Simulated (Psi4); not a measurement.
Process, species as SMILES: [C-]#[S+] (C-S) + 3 [H][H] (H2) → C (CH4) + S (H2S)
B3LYP-D3(BJ)/def2-TZVP geometries, fixed; electronic energies without zero-point terms.
Largest species:
```xyz
5

C      0.0000     0.0000     0.0000
H      0.6205     0.6269     0.6390
H     -0.6429    -0.6249     0.6185
H      0.6369    -0.6328    -0.6166
H     -0.6146     0.6308    -0.6409
```

The energy of full hydrogenation at MP2 with Psi4, in kcal/mol, split into its Hartree-Fock and correlation parts. Density fitting with the program's default auxiliary sets. Cores are frozen. No added dispersion term, no relativity. Functions are those of the species that has most.

```
basis            X  functions  Hartree-Fock      MP2
---------------  -  ---------  ------------  -------
aug-cc-pV(D+d)Z  2         59       -110.95  -102.97
aug-cc-pV(T+d)Z  3        138       -109.38  -104.54
aug-cc-pV(Q+d)Z  4        264       -109.05  -104.31
```

Worked estimate of the basis-set limit from each neighbouring pair, with Hartree-Fock from the larger set and the correlation part extrapolated as X^-3.
Correlation parts: X = 2: 7.98, X = 3: 4.84, X = 4: 4.74.
- (2,3): (27·(4.84) - 8·(7.98))/19 = 3.52; with Hartree-Fock -109.38 the estimate is -105.86 kcal/mol.
- (3,4): (64·(4.74) - 27·(4.84))/37 = 4.67; with Hartree-Fock -109.05 the estimate is -104.38 kcal/mol.
The last two estimates differ by 1.48 kcal/mol; the largest set lies 0.07 from the last. Over the last step Hartree-Fock moves by 0.33 and the correlation part by -0.10.
